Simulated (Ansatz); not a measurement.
# Na₂ (singlet): wave-function methods side by side, cc-pVTZ

How much of the correlation energy of Na₂ (singlet) does each wave-function method recover here?

The runs use Ansatz 0.2.0, Gaussian basis; cc-pVTZ, core rule «outside noble gas», up to 10 orbitals frozen.

The runs, in order: UHF; CCSD(T) on RHF; CCSD(T) on UHF; BCCD(T) on RHF; Full CI.

28 further runs of the same task are left out: 13 for a known fault of the program, 6 that didn't finish, 9 set aside as unsound or not needed.

**1. What is computed**

The geometry is an MP2(full)/6-31G* stationary point (not a proven minimum).

2 atoms, charge 0, spin multiplicity 1.

Atoms are counted from 1 here; the program's logs count them from 0.

Bond lengths: Na1–Na2 3.153 Å.

**2. UHF**

Contents of in.yaml:

```yaml
crystal:
  periodic: [false, false, false]
  atoms:
    - {symbol: Na, position_ang: [0.000000, 0.000000, 0.000000]}
    - {symbol: Na, position_ang: [0.000000, 0.000000, 3.152524]}
basis:
  gaussian: {orbitals: cc-pVTZ}
magnetization: {spin_polarized: true, initial_magnetization: 0}
hamiltonian: {xc: hf}
output: {orbitals: {seedname: orbitals}}
```

Run with:

```bash
> ansatz run in.yaml --threads 1 --pin off --events-out ev --progress --plain --max-ram 2393MiB
```

Further steps of the session: CCSD(T) on RHF; CCSD(T) on UHF; BCCD(T) on RHF; Full CI.

Q: Predict the results of all the runs planned. Wanted: FCI below the RHF energy; RMP2 from FCI; RCCSD from FCI; RCCSD(T) from FCI; T1 diagnostic; effectively unpaired electrons.

As calculated:

```
                         quantity                     value
         FCI below the RHF energy                -0.7396 eV
                    RMP2 from FCI                +219.9 meV
                   RCCSD from FCI                   0.0 meV
                RCCSD(T) from FCI                   0.0 meV
levels within 1 kcal/mol (43 meV)  RCCSD, RCCSD(T), BCCD(T)
                    T1 diagnostic                     0.015
   effectively unpaired electrons                      0.13
```

RCCSD(T) lands 0.0 meV from the yardstick (0.0 % of the correlation energy). One determinant dominates. These misses are within one basis, not against nature. With two correlated electrons CCSD is exact in the basis.
